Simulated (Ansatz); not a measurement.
1T (CdI2-type) TiTe₂, treated with PBE-D3(BJ) (plane waves, PAW; Ansatz, a quantum-chemistry and plane-wave program).

Rigid layers of the crystal as relaxed at this level are moved apart or together:

```
run   k mesh  layer repeat (Å)  energy against free layers (meV/Å²)  gap on the mesh (eV)
---  -------  ----------------  -----------------------------------  --------------------
1    12×12×6               6.2                               -37.73                 0.000
2    12×12×6              6.35                               -39.18                 0.000
3    12×12×6               6.5                               -38.71                 0.000
4    12×12×6               6.7                               -36.34                 0.000
5    12×12×6                 7                               -31.50                 0.000
6    12×12×6               7.5                               -23.37                 0.000
7    12×12×4               8.5                               -11.73                 0.000
8    12×12×4              10.5                                -3.15                 0.000
```

The lowest energy of these points lies at a layer repeat of 6.35 Å.

Spin–orbit coupling is not included.
